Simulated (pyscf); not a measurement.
Structures and frequencies: ωB97X-D3(BJ)/def2-SVP in PySCF.

Q: Estimate the classical barrier height and the reaction energy of H₃Si–Te–SiH₃ + H atom (H•) → silane (SiH₄) + H₃Si–Te• at ωB97X-D3(BJ)/def2-TZVP. The step runs on the doublet surface, breaks Si–Te and forms H–Si; take the separated reactants as zero.

A: ΔE‡ = 0.19 eV, ΔE = -0.83 eV. ωB97M-D3(BJ)/def2-TZVP gives 0.15 eV and -1.22 eV. Zero-point energy shifts the barrier by +0.03 eV. It is a substitution at Si, with an imaginary mode of 590i cm⁻¹. One saddle was located; it need not be the lowest between these sides. The angle at the attacked Si is 178°. Elements past Kr carry the def2 core potentials, without spin-orbit coupling.
